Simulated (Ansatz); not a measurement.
## How far each method lies from RCCSDT(Q) for Cl–Ga–PH, singlet

Geometry: a PBE0/def2-TZVP stationary point for this spin, not checked as a minimum.

| atom | x (Å) | y (Å) | z (Å) |
| --- | --- | --- | --- |
| Cl | 0.0000 | -0.3123 | 2.6196 |
| Ga | 0.0000 | -0.3244 | 0.5082 |
| P | 0.0000 | -0.3965 | -1.6263 |
| H | 0.0000 | 1.0333 | -1.5016 |

Basis cc-pVDZ; Ansatz 0.2.0. Only valence electrons are correlated (noble-gas cores and the filled d shells of p-block atoms frozen), which leaves 16 electrons in 44 orbitals. R marks a restricted (for open shells ROHF) determinant. No spin–orbit coupling is included, and no scalar relativity.

Full CI isn't at hand for all of this; RCCSDT(Q) serves as the reference, and is uncertain by about the last step of the cluster series.

- UHF ⟨S²⟩: 0.000
- T1 diagnostic (RCCSD): 0.0172
- largest doubles amplitude (RCCSD): 0.081

```json
{"level": "RHF", "E − E(RCCSDT(Q)) (meV)": "9565", "share of correlation (%)": "0.00", "wall time": "–"}
{"level": "RMP2", "E − E(RCCSDT(Q)) (meV)": "1259", "share of correlation (%)": "86.84", "wall time": "–"}
{"level": "RCCSD", "E − E(RCCSDT(Q)) (meV)": "386", "share of correlation (%)": "95.96", "wall time": "–"}
{"level": "RCCSD(T)", "E − E(RCCSDT(Q)) (meV)": "63", "share of correlation (%)": "99.34", "wall time": "2.1 s"}
{"level": "BCCD(T)", "E − E(RCCSDT(Q)) (meV)": "62", "share of correlation (%)": "99.36", "wall time": "2.4 s"}
{"level": "RCCSDT", "E − E(RCCSDT(Q)) (meV)": "30", "share of correlation (%)": "99.68", "wall time": "–"}
```

The correlation energy at RCCSDT(Q), counted from RHF, is -9.565 eV. That run took 52 s on 1 thread of Arm Neoverse V1, shared host.

Times hold each run's SCF and search for its determinant on a shared host, so for small cases they say little of a method's own cost; they ran on 1 thread of Arm Neoverse V1.

Atomization energy (electronic, same basis, no zero-point term; atoms at the same level, unrestricted beside the R rows where the molecule is a closed shell, but restricted open-shell past Ca, as are all atoms' steps beyond CCSDT(Q)) at RCCSDT(Q): 783.0 kJ/mol. Errors of other levels:

```tsv
level	error (kJ/mol)
RHF	-246.1
RMP2	17.2
RCCSD	-27.6
RCCSD(T)	-3.6
BCCD(T)	-3.4
RCCSDT	-2.3
```

This basis is far from its limit, so the value isn't to be set against a measured one.
